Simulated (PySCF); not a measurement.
## BH⁻, quartet along the distance B1-H2

Starting geometry (PBE0/def2-TZVPD stationary point for this spin):

```xyz
2

B     0.0000    0.0000    0.0000
H     0.0000    0.0000    1.2058
```

From there H2 moves along the line of the two atoms named below, all else staying in place; atoms are numbered as listed. Energies are in eV, counted from the starting geometry at the same level. Kohn–Sham curves keep the symmetry of the cluster determinant, unrestricted for open shells and where UHF breaks spin symmetry.

Basis aug-cc-pVDZ; PySCF 2.14.0. Correlated methods freeze the noble-gas cores. Prefix R: restricted or restricted open-shell reference; prefix U: unrestricted.

Full CI is exact within this basis and frozen core; it isn't the basis-set limit. The frozen core follows each run's orbitals, which can shift R against U totals by a few meV.

| distance B1-H2 (Å) | full CI | curve A | curve B | curve C | curve D |
| --- | --- | --- | --- | --- | --- |
| 0.977 | 1.007 | 0.913 | 1.003 | 0.913 | 0.970 |
| 1.069 | 0.327 | 0.276 | 0.324 | 0.267 | 0.302 |
| 1.206 | 0.000 | 0.000 | 0.000 | 0.000 | 0.000 |
| 1.352 | 0.135 | 0.179 | 0.138 | 0.207 | 0.172 |
| 1.485 | 0.452 | 0.536 | 0.460 | 0.599 | 0.537 |
| 1.651 | 0.925 | 1.061 | 0.940 | 1.175 | 1.093 |
| 1.910 | 1.586 | 1.793 | 1.609 | 2.036 | 1.944 |
| 2.262 | 2.120 | 2.304 | 2.145 | 2.495 | 2.451 |
| 2.601 | 2.323 | 2.451 | 2.342 | 2.520 | 2.557 |
| 3.204 | 2.432 | 2.515 | 2.444 | 2.536 | 2.621 |
| 4.202 | 2.479 | 2.531 | 2.488 | 2.551 | 2.656 |

(1) The curves come from RHF, RMP2, UCCSD(T), wB97M-V. Compare each with full CI and say which is which.

In so small a basis the reference is far from its limit while semilocal and hybrid functionals are nearer theirs, so the functionals' errors here hold much of the reference's basis and frozen-core error, which can add to them or hide them.

Answers

(1) A: wB97M-V, B: UCCSD(T), C: RHF, D: RMP2. Spread of the error against full CI, over the points where both stand: A 0.301, B 0.029, C 0.544, D 0.395 eV.
